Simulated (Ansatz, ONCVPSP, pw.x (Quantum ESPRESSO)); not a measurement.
# gallium (bcc): variants of one ONCV potential in the solid

ONCVPSP 4.0.1.1 (patched build) input, shortened (lines: element, Z, core and valence counts, functional; n l f; lmax; l rc ep ncon nbas qcut; lloc lpopt rc5 dvloc0; l nproj debl; icmod fcfact rcfact), PBEsol, scalar-relativistic:

```
  Ga 31.00    6    2  -116133      upf
    1    0    2.00
    2    0    2.00
    2    1    6.00
    3    0    2.00
    3    1    6.00
    3    2   10.00
    4    0    2.00
    4    1    1.00
    2
    0    1.95    0.00    5    9    3.40
    1    1.85    0.00    4    8    5.20
    2    2.10    0.21    3    7    5.10
    4    5    1.60    4.00
    0    2    1.70
    1    2    1.10
    2    2    2.40
    1    0.45    0.00
```

Crystal test: bcc Ga in pw.x 7.5, no spin, 14³ k-points, Fermi–Dirac smearing 0.01 Ry, cutoffs set for each file from its atomic test. The reference is all-electron LAPW (Ansatz 0.2.0) with the same functional, mesh and smearing; V0 and B0 come from Birch–Murnaghan fits to the pressures at five volumes. Errors are pseudo minus all-electron; Δ is the rms difference of the E(V) curves that follow from these fits, minima aligned, over ±6 % about the mean V0. Mesh and smearing are coarse, so the numbers serve the comparison and aren't converged zero-temperature values; the lattice is a test structure that the element need not adopt.

All-electron: a0 = 3.298 Å (V0 = 17.94 Å³/atom), B0 = 59.1 GPa.

Base: This is a poor potential for the solid.

1 further variants are left out: they gave no file fit for a test, a broken result, the same result as the base, or pressures whose basis-set error rivals the error shown.

A dash in a converged row means that the minimum lies outside the volumes sampled.

```csv
change,cutoffs (Ry),pw.x,a0 (Å),a0 error (%),B0 error (%),Δ (meV/atom),mean pressure error (GPa)
base,115/460,converged,3.268,-0.90,+7.8,6.4,-1.57
p: rc 2.22,115/460,converged,3.268,-0.90,+7.8,6.4,-1.58
s: qcut 3.2; p: qcut 4.9; d: qcut 4.9,120/480,converged,3.269,-0.88,+7.7,6.3,-1.55
reference 4s2 4p0.5,115/460,converged,–,–,–,–,-2.77
```

**Question.** Give the row for: core correction polynomial model core, fcfact 0.7.

**Answer.** pw.x: converged; mean pressure error (GPa): -1.60; a0 (Å): 3.268; a0 error (%): -0.91; B0 error (%): +7.7; Δ (meV/atom): 6.5.
